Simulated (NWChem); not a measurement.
Program: NWChem. System: acetone (C$_{3}$H$_{6}$O), charge 0, spin multiplicity 1, at a geometry optimised with PBE0/def2-SVP. Level: G0W0@PBE/def2-TZVP, RI basis def2-tzvp-rifit.

Job file:

```
start mol
memory heap 200 mb stack 700 mb global 1700 mb
geometry units angstroms nocenter noautoz
  C     -1.279240    -0.116458    -0.610725
  C      0.000000     0.000000     0.185097
  C      1.279240     0.116458    -0.610725
  O      0.000000     0.000000     1.392075
  H     -1.242366    -0.994701    -1.274938
  H     -1.411423     0.766179    -1.256886
  H     -2.133020    -0.204660     0.072587
  H      2.133020     0.204660     0.072587
  H      1.411423    -0.766179    -1.256886
  H      1.242366     0.994701    -1.274938
  symmetry group C2
end
basis spherical
  * library def2-tzvp
end
basis "ri basis" bse spherical
  * library def2-tzvp-rifit
end
dft
  xc xpbe96 cpbe96
  iterations 100
  direct
  tolerances tight
end
task dft energy
gw
  method cdgw
  states alpha occ 4 vir 2
end
task dft gw
```

Part of the output:

```
             Northwest Computational Chemistry Package (NWChem) 7.3.0
             --------------------------------------------------------

                                NWChem Input Module
                                -------------------

 Scaling coordinates for geometry "geometry" by  1.889725989
 (inverse scale =  0.529177249)

 Turning off AUTOSYM since
 SYMMETRY directive was detected!

                             Geometry "geometry" -> ""
                             -------------------------

 Output coordinates in angstroms (scale by  1.889725989 to convert to a.u.)

  No.       Tag          Charge          X              Y              Z
 ---- ---------------- ---------- -------------- -------------- --------------
    1 C                    6.0000    -1.27924000    -0.11645800    -0.61072500
    2 C                    6.0000     0.00000000     0.00000000     0.18509700
    3 C                    6.0000     1.27924000     0.11645800    -0.61072500
    4 O                    8.0000     0.00000000     0.00000000     1.39207500
    5 H                    1.0000    -1.24236600    -0.99470100    -1.27493800
    6 H                    1.0000    -1.41142300     0.76617900    -1.25688600
    7 H                    1.0000    -2.13302000    -0.20466000     0.07258700
    8 H                    1.0000     2.13302000     0.20466000     0.07258700
    9 H                    1.0000     1.41142300    -0.76617900    -1.25688600
   10 H                    1.0000     1.24236600     0.99470100    -1.27493800

 Effective nuclear repulsion energy (a.u.)     119.4778323663

            Nuclear Dipole moment (a.u.)
            ----------------------------
        X                 Y               Z
 ---------------- ---------------- ----------------
     0.0000000000     0.0000000000     0.0000151178

      Symmetry information
      --------------------

 Group name             C2
 Group number              4
 Group order               2
 No. of unique centers     6

      Symmetry unique atoms

     1    2    4    5    6    7


 Summary of "ao basis" -> "" (spherical)
 ------------------------------------------------------------------------------
       Tag                 Description            Shells   Functions and Types
 ---------------- ------------------------------  ------  ---------------------
 *                         def2-tzvp                  on all atoms

 new library libraries.bse/

 Summary of "ri basis" -> "" (spherical)
 ------------------------------------------------------------------------------
       Tag                 Description            Shells   Functions and Types
 ---------------- ------------------------------  ------  ---------------------
 *                      def2-tzvp-rifit               on all atoms

  pbe96 is a nonlocal functional; adding pw91lda local functional.

                                 NWChem DFT Module
                                 -----------------

 Summary of "ao basis" -> "ao basis" (spherical)
 ------------------------------------------------------------------------------
       Tag                 Description            Shells   Functions and Types
 ---------------- ------------------------------  ------  ---------------------
 C                         def2-tzvp                11       31   5s3p2d1f
 O                         def2-tzvp                11       31   5s3p2d1f
 H                         def2-tzvp                 4        6   3s1p

 Summary of "ao basis" -> "ao basis" (spherical)
 ------------------------------------------------------------------------------
       Tag                 Description            Shells   Functions and Types
 ---------------- ------------------------------  ------  ---------------------
 C                         def2-tzvp                11       31   5s3p2d1f
 O                         def2-tzvp                11       31   5s3p2d1f
 H                         def2-tzvp                 4        6   3s1p

      Symmetry analysis of basis
      --------------------------

        a          83
        b          77

            General Information
            -------------------
          SCF calculation type: DFT
          Wavefunction type:  closed shell.
          No. of atoms     :    10
          No. of electrons :    32
           Alpha electrons :    16
            Beta electrons :    16
          Charge           :     0
          Spin multiplicity:     1
          Use of symmetry is: on ; symmetry adaption is: on
          Maximum number of iterations: 100
          This is a Direct SCF calculation.
          AO basis - number of functions:   160
                     number of shells:    68
          Convergence on energy requested:  1.00D-06
          Convergence on density requested:  1.00D-05
          Convergence on gradient requested:  5.00D-04

              XC Information
              --------------
          PerdewBurkeErnzerhof Exchange Functional  1.000
            Perdew 1991 LDA Correlation Functional  1.000 local
           PerdewBurkeErnz. Correlation Functional  1.000 non-local

             Grid Information
             ----------------
          Grid used for XC integration:  medium
          Radial quadrature: Mura-Knowles
          Angular quadrature: Lebedev.
          Tag              B.-S. Rad. Rad. Pts. Rad. Cut. Ang. Pts.
          ---              ---------- --------- --------- ---------
          C                   0.70       49          11.0       434
          O                   0.60       49          10.0       434
          H                   0.35       45          11.0       434
[...]
 Sum of atomic energies:        -190.79714706

      Non-variational initial energy
      ------------------------------

 Total energy =    -193.077965
 1-e energy   =    -493.758664
 2-e energy   =     181.202867
 HOMO         =      -0.337802
 LUMO         =      -0.014942

      Symmetry analysis of molecular orbitals - initial
      -------------------------------------------------

  Numbering of irreducible representations:

     1 a           2 b

  Orbital symmetries:

     1 a           2 a           3 b           4 a           5 a
     6 a           7 b           8 a           9 b          10 b
    11 a          12 a          13 b          14 a          15 b
    16 b          17 b          18 a          19 b          20 a
    21 b          22 a          23 b          24 a          25 a
    26 b

   convergence    iter        energy       DeltaE   RMS-Dens  Diis-err    time
 ---------------- ----- ----------------- --------- --------- ---------  ------
 d= 0,ls=0.0,diis     1   -192.8673253571 -3.12D+02  4.59D-02  1.23D+00     2.6
 d= 0,ls=0.0,diis     2   -192.1830990092  6.84D-01  4.13D-02  7.71D+00     4.7
 d= 0,ls=0.0,diis     3   -192.9789147711 -7.96D-01  2.51D-03  9.87D-02     6.9
 d= 0,ls=0.0,diis     4   -192.9853136933 -6.40D-03  1.05D-03  2.08D-02     9.0
 d= 0,ls=0.0,diis     5   -192.9873328798 -2.02D-03  4.16D-04  1.54D-03    11.1
 d= 0,ls=0.0,diis     6   -192.9875370253 -2.04D-04  5.65D-05  2.86D-05    13.3
 d= 0,ls=0.0,diis     7   -192.9875410120 -3.99D-06  1.03D-05  1.07D-06    15.3
 d= 0,ls=0.0,diis     8   -192.9875411326 -1.21D-07  6.44D-06  1.70D-07    17.4

         Total DFT energy =     -192.987541132589
      One electron energy =     -497.602563416105
           Coulomb energy =      211.975599662824
    Exchange-Corr. energy =      -26.838409745572
 Nuclear repulsion energy =      119.477832366264

 Numeric. integr. density =       32.000016437867

     Total iterative time =     17.0s

                  Occupations of the irreducible representations
                  ----------------------------------------------

                     irrep           alpha         beta
                     --------     --------     --------
                     a                 9.0          9.0
                     b                 7.0          7.0

                       DFT Final Molecular Orbital Analysis
                       ------------------------------------

 Vector   14  Occ=2.000000D+00  E=-3.357725D-01  Symmetry=b
              MO Center=  2.4D-14,  1.7D-15, -2.8D-01, r^2= 3.6D+00
   Bfn.  Coefficient  Atom+Function         Bfn.  Coefficient  Atom+Function
  ----- ------------  ---------------      ----- ------------  ---------------
     6      0.209978   1 C  px               68      0.209978   3 C  px
   138     -0.187069   7 H  s               144      0.187069   8 H  s
    37     -0.160659   2 C  px                9      0.149496   1 C  px
    71      0.149496   3 C  px              137     -0.130605   7 H  s
   143      0.130605   8 H  s                40     -0.119538   2 C  px

 Vector   15  Occ=2.000000D+00  E=-3.169517D-01  Symmetry=b
              MO Center=  3.2D-15,  5.9D-15,  5.1D-01, r^2= 2.5D+00
   Bfn.  Coefficient  Atom+Function         Bfn.  Coefficient  Atom+Function
  ----- ------------  ---------------      ----- ------------  ---------------
   100      0.356422   4 O  py              103      0.289235   4 O  py
    38      0.187601   2 C  py              106      0.173238   4 O  py
    41      0.144517   2 C  py                7     -0.117581   1 C  py
    69     -0.117581   3 C  py              132     -0.095968   6 H  s
   150      0.095968   9 H  s               126      0.094435   5 H  s

 Vector   16  Occ=2.000000D+00  E=-2.064162D-01  Symmetry=b
              MO Center=  9.1D-16,  7.1D-17,  8.4D-01, r^2= 1.9D+00
   Bfn.  Coefficient  Atom+Function         Bfn.  Coefficient  Atom+Function
  ----- ------------  ---------------      ----- ------------  ---------------
    99      0.426143   4 O  px                5      0.408243   1 C  s
    67     -0.408243   3 C  s               102      0.349942   4 O  px
   105      0.249221   4 O  px               43      0.226009   2 C  px
     6      0.118528   1 C  px               68      0.118528   3 C  px
    14      0.113052   1 C  pz               76     -0.113052   3 C  pz

 Vector   17  Occ=0.000000D+00  E=-5.669760D-02  Symmetry=b
              MO Center=  1.8D-14,  3.6D-15,  2.5D-01, r^2= 2.3D+00
   Bfn.  Coefficient  Atom+Function         Bfn.  Coefficient  Atom+Function
  ----- ------------  ---------------      ----- ------------  ---------------
    41      0.380578   2 C  py               38      0.374732   2 C  py
    44      0.368597   2 C  py              106     -0.342749   4 O  py
   100     -0.313676   4 O  py              133     -0.253331   6 H  s
   151      0.253331   9 H  s               103     -0.251917   4 O  py
   127      0.248153   5 H  s               157     -0.248153  10 H  s

 Vector   18  Occ=0.000000D+00  E= 7.441444D-03  Symmetry=a
              MO Center=  5.9D-15, -1.8D-16, -1.1D+00, r^2= 6.8D+00
   Bfn.  Coefficient  Atom+Function         Bfn.  Coefficient  Atom+Function
  ----- ------------  ---------------      ----- ------------  ---------------
     5      3.196482   1 C  s                67      3.196482   3 C  s
    36     -1.925395   2 C  s               127     -1.293253   5 H  s
   133     -1.294243   6 H  s               151     -1.294243   9 H  s
   157     -1.293253  10 H  s               139     -0.841352   7 H  s
   145     -0.841352   8 H  s                98      0.566775   4 O  s

 Vector   19  Occ=0.000000D+00  E= 6.026832D-02  Symmetry=b
              MO Center=  5.4D-13,  2.7D-13, -1.1D+00, r^2= 8.8D+00
   Bfn.  Coefficient  Atom+Function         Bfn.  Coefficient  Atom+Function
  ----- ------------  ---------------      ----- ------------  ---------------
     5      5.112004   1 C  s                67     -5.112004   3 C  s
    43      1.715670   2 C  px              133     -1.599328   6 H  s
   151      1.599328   9 H  s               127     -1.564513   5 H  s
   157      1.564513  10 H  s               139     -1.048387   7 H  s
   145      1.048387   8 H  s                12      0.639227   1 C  px

 center of mass
 --------------
 x =   0.00000000 y =   0.00000000 z =   0.15865237

 moments of inertia (a.u.)
 ------------------
         178.583658054557         -17.021697132598           0.000000000000
         -17.021697132598         364.224229102765           0.000000000000
           0.000000000000           0.000000000000         211.263088931227

     Multipole analysis of the density
     ---------------------------------

     L   x y z        total         alpha         beta         nuclear
     -   - - -        -----         -----         ----         -------
     0   0 0 0     -0.000000    -16.000000    -16.000000     32.000000

     1   1 0 0     -0.000000     -0.000000     -0.000000      0.000000
     1   0 1 0     -0.000000     -0.000000     -0.000000      0.000000
     1   0 0 1     -1.118147     -0.559081     -0.559081      0.000015

     2   2 0 0    -17.869926    -72.871628    -72.871628    127.873330
     2   1 1 0      0.016622     -5.293971     -5.293971     10.604563
     2   1 0 1     -0.000000     -0.000000     -0.000000     -0.000000
     2   0 2 0    -18.102214    -15.120919    -15.120919     12.139625
     2   0 1 1      0.000000      0.000000      0.000000      0.000000
     2   0 0 2    -21.465130    -58.237299    -58.237299     95.009468

 Task  times  cpu:       17.5s     wall:       17.5s

                                NWChem Input Module
                                -------------------

                                 NWChem GW Module
                                 ----------------

                             ***********************
                             ***        GW       ***
                             ***********************

 Summary of "ri basis" -> "ri basis" (spherical)
 ------------------------------------------------------------------------------
       Tag                 Description            Shells   Functions and Types
 ---------------- ------------------------------  ------  ---------------------
 C                      def2-tzvp-rifit             22       76   8s6p4d3f1g
 O                      def2-tzvp-rifit             22       76   8s6p4d3f1g
 H                      def2-tzvp-rifit              7       15   4s2p1d

                 Memory Information
                 ------------------
          Available GA per process is          1699.8 MBs
          Available stack per process is        700.0 MBs
          Available heap per process is           0.0 MBs

          Peak memory in Initialization
              Peak GA per process is                 10.1 MBs
              Peak stack per process is               0.3 MBs
              Peak heap per process is               10.5 MBs
              Memory not in MA per process            0.0 MBs

          Peak memory in CDGW Calculation
              Peak GA per process is                 12.6 MBs
              Peak stack per process is               2.4 MBs
              Peak heap per process is                3.0 MBs
              Memory not in MA per process            0.0 MBs

          Computing 2-center integrals
          Computing Inverse Cholesky factor
          Computing 3-center integrals
          Computing Vxc

          Computing Sigma_x
          Computing W(iw) on the imaginary grid
          Solving quasiparticle equations

                  Alpha Orbitals
          State     Energy (eV)     Error (eV)
          -----------------------------------
@GW        13        -13.214           0.002
@GW        14        -12.867           0.004
@GW        15        -11.970           0.004
@GW        16         -8.859           0.003
@GW        17          1.667           0.003
@GW        18          2.563           0.002

     GW Timing Statistics
   ------------------------
   Init.   :          0.1s
     ERIs  :          1.5s
     Distr.:          0.0s
     Vxc   :          0.3s
   Vmo     :          0.0s
   iW      :          2.3s
   I_n     :          0.0s
   R_n     :          0.2s
   GW total:          4.4s

 Task  times  cpu:        4.4s     wall:        4.4s

 Total times  cpu:       21.8s     wall:       21.8s
```
